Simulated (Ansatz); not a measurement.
## fcc Yb

These are PBE-D3(BJ) (PAW; Ansatz, a program for electronic structure) values and carry that method's errors.

Settings: plane-wave cutoff 500 eV, 24×24×24 k mesh, Fermi–Dirac smearing 0.1 eV, no spin polarisation, scalar-relativistic PAW data made under PBE.

Cell (relaxed at this level):

```
CELL_PARAMETERS angstrom
      0.00000     2.54620     2.54620
      2.54620     0.00000     2.54620
      2.54620     2.54620     0.00000
ATOMIC_POSITIONS crystal
  Yb 0.00000 0.00000 0.00000
```

```
Quantity                     Value
-------------------  -------------
volume per atom      33.01 Å³/atom
lattice parameter a        5.092 Å
```

Measured, for comparison: equilibrium volume per atom 41.24 Å³/atom, lattice constant a 5.485 Å (293 K, no zero-point or thermal correction; as tabulated in Wikipedia's data pages). Computed (rounded) less measured: equilibrium volume per atom -20.0 %, lattice constant a -7.2 %.

Spin–orbit coupling is not included.

Static lattice: no zero-point or thermal effects.

The result took very roughly 2.9 core-minutes.
